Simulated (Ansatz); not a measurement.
Results of r²SCAN (Ansatz, a first-principles code, PAW) for rock-salt HfC.

Run with plane-wave cutoff 600 eV, 16×16×16 k mesh, Fermi–Dirac smearing 0.1 eV, finite displacements, force constants from a 4×4×4 q mesh, scalar-relativistic PAW data made under PBE.

Computed at the level's own relaxed cell. Harmonic vibrational thermodynamics at fixed volume:

```tsv
T (K)	S_vib (J/K per mol of atoms)	C_V (J/K per mol of atoms)	F_vib (eV/atom)
0	0.00	0.00	0.0673
200	13.16	14.89	0.0560
400	25.77	21.04	0.0149
500	30.61	22.28	-0.0144
600	34.75	23.02	-0.0483
700	38.33	23.50	-0.0862
900	44.31	24.05	-0.1721
```

The crystal is taken as a harmonic solid at every temperature: melting, phase changes and thermal expansion are not seen, nor the electrons' share in a metal.
